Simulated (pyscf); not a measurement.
Structures and frequencies: ωB97X-D3(BJ)/def2-SVP in PySCF.

Q: For the elementary gas-phase step H₂N–SiH₂–NH₂ (SMILES N[SiH2]N) → H₂N–Si:–NH₂ (SMILES N[Si]N) [singlet] + H₂ (SMILES [H][H]) (singlet surface; H–Si, H–Si broken, H–H formed), what barrier and reaction energy does ωB97M-D3(BJ)/def2-TZVP give, measured from the reactant's lowest minimum found?

A: ΔE‡ = 73.7 kcal/mol, ΔE = +31.4 kcal/mol. Zero-point energy shifts the barrier by -2.2 kcal/mol. It is a 1,1-elimination, with an imaginary mode of 1264i cm⁻¹. The same reactants have a lower exit, to NH₃ + HN=SiH₂ (highest point, the separated products, at +68.3 kcal/mol at ωB97M-D3(BJ)/def2-TZVP, against +73.7 kcal/mol here). One saddle was located; it need not be the lowest between these sides.
